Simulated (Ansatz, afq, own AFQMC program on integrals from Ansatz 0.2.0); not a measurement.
Two steps: Ansatz 0.2.0 writes the Fock matrix and Cholesky factors of the valence space, and afq projects on them the lowest state that overlaps trial and start.

```yaml
crystal:
  periodic: [false, false, false]
  atoms:
    - {symbol: Br, position_ang: [0.000000, 0.000000, 0.000000]}
    - {symbol: Mg, position_ang: [0.000000, 0.000000, 3.085000]}
basis:
  gaussian: {orbitals: aug-cc-pVDZ}
total_charge: -1
magnetization: {spin_polarized: true, initial_magnetization: 2}
correlation: {method: ccsd_t, electrons: outside_noble_gas, hamiltonian_folder: ham}
```

```sh
$ ansatz run in.yaml --threads 1 --pin off --events-out ev --progress --plain --max-ram 1382MiB
```

afq runs on the folder ham with

```
--method phaseless --trial hf --walkers 120 --populations 1 --least-time 40 --time-step 0.005 --steps-per-block 20 --equilibration-blocks 112 --max-blocks 600 --target-error 0.00114 --factor-cut 1e-05 --start spin_pure --seed 4744 --taylor-order 6
```

Times are imaginary, in 1/Eh. The walk had a cap of 1931 s. Filled inner d shells are frozen with the cores.

afq prints:

```
orbitals 44  electrons 6 4  factors 316 of 656
reference energy -2772.05142040 Eh
CCSD correlation -0.15212295 Eh in 11 cycles, weight of the determinant in the CISD state 0.9083
energy of the start -2772.051426 Eh
 block  time / (1/Eh)  mean weight  energy / Eh
     1     0.100  0.9989  -2772.081319
     2     0.200  1.0009  -2772.106376
     3     0.300  1.0005  -2772.120497
     4     0.400  1.0015  -2772.133237
     5     0.500  0.9998  -2772.142412
    10     1.000  1.0001  -2772.174986
    86     8.600  1.0009  -2772.218757
   171    17.100  1.0003  -2772.234141
   256    25.600  1.0013  -2772.208101
   341    34.100  1.0014  -2772.213037
   392    39.200  0.9975  -2772.186380
   426    42.600  1.0011  -2772.202398
   511    51.100  1.0007  -2772.205348
   596    59.600  1.0001  -2772.212876
   681    68.100  1.0008  -2772.197257
   698    69.800  1.0009  -2772.201551
blocks merged  error / Eh  count
     1  0.000529  600
     2  0.000720  300
     4  0.000966  150
     8  0.001264  75
    16  0.001487  37
    32  0.001706  18
    64  0.001380  9
energy -2772.209283 +/- 0.001706 Eh
(rows thinned)
```

The run passed its tests (sampling time, drift between the halves within three errors, error under three times the target), which doesn't prove that it has relaxed.

Against this walk (error 46.4 meV) on the same determinant: CCSD(T) 42.2 meV higher (within the noise), CCSDT(Q) 17.9 meV higher (within the noise), a separate phaseless walk with a CISD trial and standard settings 32.5 ± 47.2 meV higher (within the noise). The error is statistical and leaves out the bias of the constraint.

Cautions: constraint bias not in the error; error above the target (46.4 against 31.0 meV); no relativity below Rb; no spin-orbit coupling; inner d shell frozen; lower spins were not checked.

The walk took 4.3 min on 1 thread of Intel(R) Xeon(R) Platinum 8488C (Sapphire Rapids), with other jobs on the host. The log's last line is the phaseless energy.

CCSDT and higher add their correlation energy to the determinant of the CCSD(T) run, since their own runs factorise the integrals more tightly (a shift of under 2 meV). A walk keeps the symmetry of its determinant, which the program's search chose and which needn't be the lowest solution, so a lower state of the same spin and another symmetry isn't excluded.
